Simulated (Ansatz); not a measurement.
# C₃H₇FO₂: one species, many methods

Aim: compute C₃H₇FO₂ with functionals from several rungs and with coupled cluster, and see how far each lands from CCSD(T) at the basis-set limit for the atomisation energy.

Program: Ansatz 0.2.0, Gaussian basis. Level of theory: functionals in def2-TZVPP, the program's frozen cores in correlated methods. These are calculated values, not measurements.

Levels to be run: PBE-D4, r2SCAN-D4, PBE0-D4, B3LYP-D4, ωB97X-V, ωB97M-V, B2PLYP; CCSD(T)/def2-TZVPP; MP2/def2-QZVPP; extrapolation to the limit.

### Step 1. Structure used throughout

All runs share one geometry, relaxed beforehand with PBE0-D4 in a triple-zeta def2 set.

13 atoms, charge 0, spin multiplicity 1.

Atoms are counted from 1 here; the program's logs count them from 0.

Bond lengths: O1–C2 1.418 Å, O1–H7 0.959 Å, C2–C3 1.514 Å, C2–H8 1.095 Å, C2–H9 1.098 Å, C3–O4 1.405 Å, C3–C5 1.506 Å, C3–H10 1.104 Å, O4–H11 0.964 Å, C5–F6 1.382 Å, C5–H12 1.093 Å, C5–H13 1.095 Å. Angles: C2–O1–H7 109.1°, O1–C2–C3 106.4°, O1–C2–H8 111.2°, O1–C2–H9 111.2°, C3–C2–H8 109.0°, C3–C2–H9 110.0°, H8–C2–H9 108.9°, C2–C3–O4 110.6°, C2–C3–C5 112.3°, C2–C3–H10 108.1°, O4–C3–C5 109.1°, O4–C3–H10 110.3°, C5–C3–H10 106.4°, C3–O4–H11 106.2°, C3–C5–F6 111.6°, C3–C5–H12 109.6°, C3–C5–H13 110.2°, F6–C5–H12 108.0° and more.

Coordinates:

```xyz
13
C3H7FO2
O    -0.1973   -2.0809   -0.1151
C    -0.5239   -0.7995    0.3955
C     0.5186    0.1549   -0.1483
O     0.5439    0.1101   -1.5525
C     0.2814    1.5746    0.2944
F    -1.0135    1.9798    0.0320
H    -0.9637   -2.6522   -0.0414
H    -1.5140   -0.4780    0.0566
H    -0.5034   -0.7929    1.4932
H     1.4996   -0.1399    0.2624
H     0.4829   -0.8216   -1.7924
H     0.9595    2.2433   -0.2417
H     0.4504    1.6675    1.3719
```

### Step 2. PBE-D4 (GGA)

Input file in.yaml:

```yaml
crystal:
  periodic: [false, false, false]
  atoms:
    - {symbol: O, position_ang: [-0.197275, -2.080943, -0.115061]}
    - {symbol: C, position_ang: [-0.523945, -0.799495, 0.395515]}
    - {symbol: C, position_ang: [0.518624, 0.154917, -0.148303]}
    - {symbol: O, position_ang: [0.543871, 0.110115, -1.552457]}
    - {symbol: C, position_ang: [0.281384, 1.574593, 0.294363]}
    - {symbol: F, position_ang: [-1.013509, 1.979849, 0.031962]}
    - {symbol: H, position_ang: [-0.963745, -2.652237, -0.041382]}
    - {symbol: H, position_ang: [-1.513994, -0.478019, 0.056596]}
    - {symbol: H, position_ang: [-0.503370, -0.792850, 1.493183]}
    - {symbol: H, position_ang: [1.499633, -0.139865, 0.262448]}
    - {symbol: H, position_ang: [0.482861, -0.821619, -1.792372]}
    - {symbol: H, position_ang: [0.959465, 2.243304, -0.241704]}
    - {symbol: H, position_ang: [0.450401, 1.667452, 1.371913]}
basis:
  gaussian: {orbitals: def2-TZVPP}
hamiltonian: {xc: pbe, dispersion: d4}
output: {forces: true, orbitals: {seedname: orbitals}}
```

Started as:

```bash
$ ansatz run in.yaml --threads 2 --pin off --events-out ev --progress --plain --max-ram 22528MiB --backend cuda --devices 0, --max-vram 18GiB
```

After this run come: r2SCAN-D4 (meta-GGA); PBE0-D4 (hybrid); B3LYP-D4 (hybrid); ωB97X-V (range-separated); ωB97M-V (range-separated); B2PLYP (double hybrid); CCSD(T) in def2-TZVPP; MP2 in def2-QZVPP.

**Question.** What will the summary of the whole plan be? Wanted: atomisation energy, CCSD(T)/CBS; farthest; mean size of error, hybrid; mean size of error, range-separated; gap, smallest and largest; T1 diagnostic; triples share of the correlation energy.

**Answer**, as computed:

| quantity | value |
| --- | --- |
| atomisation energy, CCSD(T)/CBS | 52.677 eV |
| functionals within 0.263 eV (0.5 %) | r2SCAN-D4, PBE0-D4, B3LYP-D4, ωB97X-V, ωB97M-V |
| farthest | PBE-D4 (+1.353 eV) |
| mean size of error, hybrid | 0.147 eV |
| mean size of error, range-separated | 0.041 eV |
| gap, smallest and largest | 6.11 eV (PBE-D4), 13.13 eV (ωB97X-V) |
| T1 diagnostic | 0.0106 |
| triples share of the correlation energy | 3.5 % |

PBE-D4 is off by +1.353 eV. Double hybrids carry the basis error of their MP2 part in triple zeta, and no dispersion term here, so their miss is partly the set-up's. Misses under about 0.263 eV are within the doubt on the reference itself, which lacks core-valence correlation, relativity and higher excitations. Hartree-Fock recovers 71 % of the binding; the rest is correlation. Orbital gaps span 6.1 to 13.1 eV; exact exchange widens them.
